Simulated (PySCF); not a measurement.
Compound: C₃H₄FS (doublet state).
Cartesian coordinates in Å at the GFN2-xTB level; atoms count from 1:
```
atom  x, y, z in Å
C1    -1.1332   -0.1728    0.1440
C2     0.2803   -0.0073   -0.3260
F3     0.4535   -0.5494   -1.5739
C4     1.4154    0.1076    0.5543
S5     1.0594    1.6635   -0.1011
H6    -1.8244    0.2634   -0.5746
H7    -1.2606    0.3046    1.1107
H8    -1.3514   -1.2370    0.2341
H9     2.3747   -0.3666    0.5074
```

Identity: `C[C@]1(F)[CH]S1` [radical].

Theory: PySCF, UKS B3LYP, pcH-1 on C F H S, non-relativistic, mean-field spin-orbit, GIAO. Geometry: GFN2-xTB; no solvent, vibrations or thermal averaging. The geometry wasn't refined by DFT: couplings that depend on bond lengths, twists or pyramidal angles can differ widely from those at the functional's own minimum. Stability of the SCF solution: not tested.

Task: Give the principal g shifts and their parts.

Result: 
```csv
Δg (ppt),1,2,3
relativistic mass correction,-0.19,-0.19,-0.19
gauge correction,0.00,0.04,0.02
orbital Zeeman/spin–orbit,-0.25,3.91,8.52
total,-0.43,3.77,8.35
```

So g = 2.00188, 2.00609, 2.01067 and g_iso = 2.00622; the tensor is rhombic: the two nearest values differ by 48 % of g3 − g1. 

Task: What effective moment and Curie constant follow for a powder?

Result: With the mean of g² = 4.0249 and S(S+1) = 0.75: μ_eff = √(⟨g²⟩S(S+1)) = 1.737 μB and χT = 0.12505·⟨g²⟩·S(S+1) = 0.377 cm³ K/mol (cgs; spin-Hamiltonian part alone).

Task: What are the electron Larmor frequencies g μB B/h along the three axes at 3350 mT?

Result: 93.8632, 94.0604, 94.2753 GHz for g1, g2 and g3, a range of 412.1 MHz.

Task: In a frozen sample, at which fields do the three g values resonate at 9.5, 34, 94 and 263 GHz (hyperfine left aside), and which band first spreads them over more than twice a line width of 0.5 mT?

Result: 
```json
{"band": "X", "GHz": "9.5", "B(g3) mT": "337.58", "B(g2) mT": "338.35", "B(g1) mT": "339.06", "spread mT": "1.48"}
{"band": "Q", "GHz": "34.0", "B(g3) mT": "1208.16", "B(g2) mT": "1210.92", "B(g1) mT": "1213.47", "spread mT": "5.30"}
{"band": "W", "GHz": "94.0", "B(g3) mT": "3340.22", "B(g2) mT": "3347.85", "B(g1) mT": "3354.88", "spread mT": "14.66"}
{"band": "J", "GHz": "263.0", "B(g3) mT": "9345.50", "B(g2) mT": "9366.85", "B(g1) mT": "9386.53", "spread mT": "41.03"}
```

The spread grows in proportion to the frequency. X band is the first where it exceeds 1.0 mT.

The Mulliken spin populations are largest on C4 (+0.72) and S5 (+0.32). The angles at C4 add up to 325.8°, so it is pyramidal.

The HOMO–LUMO gaps are 5.46 eV among the α and 5.13 eV among the β orbitals.

Time: 26 s wall (grids of density and orbitals included); peak memory 0.68 GiB. Hardware: one thread, Arm Neoverse V1 (aarch64), shared host.
